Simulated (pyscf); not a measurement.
Thermochemistry of product channels of H₂Al–NH–SiH₃ + H₂O on the singlet surface, in kcal/mol, from CCSD(T)/def2-TZVPP + ΔMP2(QZVPP) energies (ideal gas, 1 atm, RRHO with modes under 100 cm⁻¹ raised to 100, one conformer, R ln 2 for chiral ones without a mode under 150 cm⁻¹). PySCF, gas phase, ωB97X-D3(BJ)/def2-SVP geometries. Correlated levels are frozen-core, on RHF or UHF. ΔMP2 is the change of the MP2 total energy from the triple- to the quadruple-zeta basis.

```csv
products,ΔE,ΔH(298 K),ΔG(298 K),ΔG(900 K)
H₂N–SiH₃ + HO–AlH₂,(withheld),-6.9,-8.0,-10.0
HO–SiH₃ + H₂N–AlH₂,-7.0,-7.0,-7.5,(withheld)
```

**Question.** Fill in the missing entries.

**Answer.** 
- H₂N–SiH₃ + HO–AlH₂, ΔE: -6.8
- HO–SiH₃ + H₂N–AlH₂, ΔG(900 K): -8.2

These are energies of the channels, which say nothing of barriers. The CCSD(T) − MP2 part came from Ansatz, without density fitting, on the same reference.
